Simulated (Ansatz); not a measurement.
**C2H5Na: functionals against CCSD(T) at one geometry**

How do the functionals fare away from a minimum? The structure is a structure displaced at random from a GFN2-xTB minimum.

Method: single points in def2-TZVPP; program: Ansatz 0.2.0, Gaussian basis.

Cores are frozen in the correlated methods. The outer core shell of Li, Na, Mg and K is correlated.

## 1. The starting structure

SMILES `C[CH2][Na]`, 8 atoms, charge 0, spin multiplicity 1.

Atoms are counted from 1 here; the program's logs count them from 0.

Bond lengths: C1–C2 1.597 Å, C1–H4 1.037 Å, C1–H5 1.044 Å, C1–H6 1.130 Å, C2–Na3 2.466 Å, C2–H7 1.166 Å, C2–H8 1.026 Å. Angles: C2–C1–H4 116.0°, C2–C1–H5 109.1°, C2–C1–H6 107.6°, H4–C1–H5 108.2°, H4–C1–H6 105.2°, H5–C1–H6 110.6°, C1–C2–Na3 107.5°, C1–C2–H7 101.4°, C1–C2–H8 105.0°, Na3–C2–H7 112.6°, Na3–C2–H8 120.9°, H7–C2–H8 107.3°.

As a file:

```
C    -0.74290    0.24730   -0.23890
C     0.79590   -0.08960    0.02230
Na    0.88870   -1.84960    1.74730
H    -1.32570   -0.53300   -0.59400
H    -0.80820    1.03720   -0.91780
H    -1.20360    0.53440    0.75180
H     1.12960   -0.47180   -1.02710
H     1.24590    0.82050    0.17330
```

## 2. CCSD(T)/def2-TZVPP

Input file run/in.yaml:

```yaml
crystal:
  periodic: [false, false, false]
  atoms:
    - {symbol: C, position_ang: [-0.742900, 0.247300, -0.238900]}
    - {symbol: C, position_ang: [0.795900, -0.089600, 0.022300]}
    - {symbol: Na, position_ang: [0.888700, -1.849600, 1.747300]}
    - {symbol: H, position_ang: [-1.325700, -0.533000, -0.594000]}
    - {symbol: H, position_ang: [-0.808200, 1.037200, -0.917800]}
    - {symbol: H, position_ang: [-1.203600, 0.534400, 0.751800]}
    - {symbol: H, position_ang: [1.129600, -0.471800, -1.027100]}
    - {symbol: H, position_ang: [1.245900, 0.820500, 0.173300]}
basis:
  gaussian: {orbitals: def2-TZVPP}
correlation: {method: ccsd_t}
output: {forces: true}
```

No record of the launch command was kept for these runs.

## 3. PBE0-D4/def2-TZVPP

run/in.yaml: that of step 2 with these lines changed.

```diff
@@ -13,3 +13,3 @@
   gaussian: {orbitals: def2-TZVPP}
-correlation: {method: ccsd_t}
-output: {forces: true}
+hamiltonian: {xc: pbe0, dispersion: d4}
+output: {forces: true, orbitals: {seedname: orbitals}}
```

## 4. wB97M-V/def2-TZVPP

run/in.yaml: that of step 3 with these lines changed.

```diff
@@ -13,3 +13,3 @@
   gaussian: {orbitals: def2-TZVPP}
-hamiltonian: {xc: pbe0, dispersion: d4}
-output: {forces: true, orbitals: {seedname: orbitals}}
+hamiltonian: {xc: {name: wB97M-V}}
+output: {forces: true}
```

## 5. r2SCAN-D4/def2-TZVPP

run/in.yaml: that of step 4 with these lines changed.

```diff
@@ -13,3 +13,3 @@
   gaussian: {orbitals: def2-TZVPP}
-hamiltonian: {xc: {name: wB97M-V}}
+hamiltonian: {xc: r2scan, dispersion: d4}
 output: {forces: true}
```

## 6. PBE-D4/def2-TZVPP

run/in.yaml: that of step 5 with these lines changed.

```diff
@@ -13,3 +13,3 @@
   gaussian: {orbitals: def2-TZVPP}
-hamiltonian: {xc: r2scan, dispersion: d4}
+hamiltonian: {xc: pbe, dispersion: d4}
 output: {forces: true}
```

## 7. r2SCANh-D4/def2-TZVPP

run/in.yaml: that of step 6 with these lines changed.

```diff
@@ -13,3 +13,3 @@
   gaussian: {orbitals: def2-TZVPP}
-hamiltonian: {xc: pbe, dispersion: d4}
+hamiltonian: {xc: {name: r2SCANh}, dispersion: d4}
 output: {forces: true}
```

## 8. B97M-V/def2-TZVPP

run/in.yaml: that of step 7 with these lines changed.

```diff
@@ -13,3 +13,3 @@
   gaussian: {orbitals: def2-TZVPP}
-hamiltonian: {xc: {name: r2SCANh}, dispersion: d4}
+hamiltonian: {xc: {name: B97M-V}}
 output: {forces: true}
```

(Steps that only read results are left out.)

**Question.** What will these runs give? Wanted: energy less free atoms, CCSD(T)/def2-TZVPP; RMS force component; RMS force error; HOMO and LUMO, PBE0-D4; T1 diagnostic.

The runs gave:

| quantity | value |
| --- | --- |
| energy less free atoms, CCSD(T)/def2-TZVPP | -606.1 kcal/mol |
| RMS force component | 1.517 to 1.574 eV/Å over the methods |
| RMS force error | PBE0-D4 0.090, wB97M-V 0.049, r2SCAN-D4 0.040, PBE-D4 0.122, r2SCANh-D4 0.055, B97M-V 0.120 eV/Å |
| HOMO and LUMO, PBE0-D4 | -4.38 and -1.40 eV |
| T1 diagnostic | 0.014 |

**Reading.** Against CCSD(T) the functionals' energies less atoms differ by -23.5 to -10.4 kcal/mol, PBE-D4 by -23.5 kcal/mol. The reference is not at the basis limit: in triple zeta CCSD(T) underbinds, which counts against methods that bind more; the gaps are no ranking. For forces r2SCAN-D4 does best and PBE-D4 worst. Frozen-core CCSD(T) forces in triple zeta carry basis errors of their own, and this is one geometry, so small gaps rank nothing.
